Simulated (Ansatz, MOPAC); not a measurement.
Enthalpy of formation at 298 K: 6 cases among radicals of silicon compounds with O, N or halogens, in kcal/mol, species as SMILES. Set-up: spin-orbit terms left out; no dispersion term unless named; 6-31G* and kin with 6d, 5d where marked; non-relativistic; open shells spin-unrestricted; valence correlation only. CBS marks a two-point X^-3 extrapolation of the correlation energy; Hartree-Fock from the larger set. [CCSD(T)-MP2]/basis is that difference in the basis named. Ab initio and DFT rows: single points at B3LYP-D3(BJ) geometries (Ansatz, a program for electronic structure), with unscaled harmonic terms from B3LYP/6-31G* (Ansatz) at its own minima, enthalpies of formation by atomisation with measured atoms. Semi-empirical rows: MOPAC heats of formation at their own minima for 298 K.

Coupled cluster (Ansatz) is a level with limits of its own, used here on species with T1 under 0.025 (0.045 for open shells) and stable references: (a) RI-MP2/CBS(aug-cc-pV(T+d)Z,aug-cc-pV(Q+d)Z)+[CCSD(T)-MP2]/aug-cc-pV(T+d)Z; (b) RI-MP2/CBS(cc-pV(T+d)Z,cc-pV(Q+d)Z)+[CCSD(T)-MP2]/cc-pV(T+d)Z; (c) CCSD(T)/CBS(def2-TZVPPD,def2-QZVPPD).

```json
[
 {"species": "[Si](F)(F)F", "atoms": "4", "coupled cluster": "-239.9 (b)", "difference of B3LYP/6-31G* (Ansatz)": "18.7", "difference of AM1 (MOPAC)": "-29.0", "difference of PBE/def2-SVP (Ansatz)": "7.0", "difference of MP2/STO-3G (Ansatz)": "177.9", "difference of r2SCAN-D4/def2-TZVPD (Ansatz + dftd4)": "-0.4", "difference of wB97X-V/def2-TZVPD (Ansatz)": "4.8"},
 {"species": "Cl[Si](Cl)Cl", "atoms": "4", "coupled cluster": "-79.8 (b)", "difference of B3LYP/6-31G* (Ansatz)": "24.0", "difference of AM1 (MOPAC)": "-38.5", "difference of PBE/def2-SVP (Ansatz)": "-2.1", "difference of MP2/STO-3G (Ansatz)": "22.6", "difference of r2SCAN-D4/def2-TZVPD (Ansatz + dftd4)": "-9.3", "difference of wB97X-V/def2-TZVPD (Ansatz)": "-2.2"},
 {"species": "[SiH2]Cl (SiH2Cl)", "atoms": "4", "coupled cluster": "4.0 (c)", "difference of B3LYP/6-31G* (Ansatz)": "9.9", "difference of AM1 (MOPAC)": "-26.0", "difference of PBE/def2-SVP (Ansatz)": "5.1", "difference of MP2/STO-3G (Ansatz)": "-24.8", "difference of r2SCAN-D4/def2-TZVPD (Ansatz + dftd4)": "-3.2", "difference of wB97X-V/def2-TZVPD (Ansatz)": "-1.4"},
 {"species": "O=[Si]O", "atoms": "4", "coupled cluster": "-77.2 (b)", "difference of B3LYP/6-31G* (Ansatz)": "22.5", "difference of AM1 (MOPAC)": "-7.7", "difference of PBE/def2-SVP (Ansatz)": "0.0", "difference of MP2/STO-3G (Ansatz)": "143.3", "difference of r2SCAN-D4/def2-TZVPD (Ansatz + dftd4)": "-2.1", "difference of wB97X-V/def2-TZVPD (Ansatz)": "3.5"},
 {"species": "[SiH](Cl)Cl", "atoms": "4", "coupled cluster": "-38.3 (a)", "difference of B3LYP/6-31G* (Ansatz)": "16.8", "difference of AM1 (MOPAC)": "-31.2", "difference of PBE/def2-SVP (Ansatz)": "1.8", "difference of MP2/STO-3G (Ansatz)": "-2.0", "difference of r2SCAN-D4/def2-TZVPD (Ansatz + dftd4)": "-6.1", "difference of wB97X-V/def2-TZVPD (Ansatz)": "-1.8"},
 {"species": "[NH][SiH3] (SiNH4)", "atoms": "6", "coupled cluster": "44.7 (a)", "difference of B3LYP/6-31G* (Ansatz)": "8.5", "difference of AM1 (MOPAC)": "-8.6", "difference of PBE/def2-SVP (Ansatz)": "6.7", "difference of MP2/STO-3G (Ansatz)": "1.9", "difference of r2SCAN-D4/def2-TZVPD (Ansatz + dftd4)": "0.6", "difference of wB97X-V/def2-TZVPD (Ansatz)": "-4.0"}
]
```

```
level                                  cases  mean signed difference  mean absolute difference  median absolute difference  largest absolute difference
-------------------------------------  -----  ----------------------  ------------------------  --------------------------  ---------------------------
B3LYP/6-31G* (Ansatz)                      6                   16.73                     16.73                       17.75                         24.0
AM1 (MOPAC)                                6                  -23.50                     23.50                       27.50                         38.5
PBE/def2-SVP (Ansatz)                      6                    3.08                      3.78                        3.60                          7.0
MP2/STO-3G (Ansatz)                        6                   53.15                     62.08                       23.70                        177.9
r2SCAN-D4/def2-TZVPD (Ansatz + dftd4)      6                   -3.42                      3.62                        2.65                          9.3
wB97X-V/def2-TZVPD (Ansatz)                6                   -0.18                      2.95                        2.85                          4.8
```

B3LYP/6-31G* lies above in 6 of 6 cases and within 2 kcal/mol in 0; mean signed difference 16.73 kcal/mol, mean absolute 16.73 kcal/mol. These figures hold for the species listed.

How the rows were picked: cases drawn at random among the computed members of the class with clean coupled-cluster diagnostics. The batch they came from held 8 cases of this property in the class: 0 with a tabulated value, 6 with clean coupled cluster alone, 2 with neither, which enter no statistics. The levels are drawn from those run on every case listed, the commonest habits more often. No case is left out for the size of its miss. Left out are saddle points of the reference geometry, anions that the best level run finds unbound, excited spin states, species near biochemistry, 298 K rows of species without real B3LYP wavenumbers, cases with under five habitual levels, runs that failed or that the program found above a lower state of the same kind, table entries that another table contradicts, and a share of species set aside by lot.
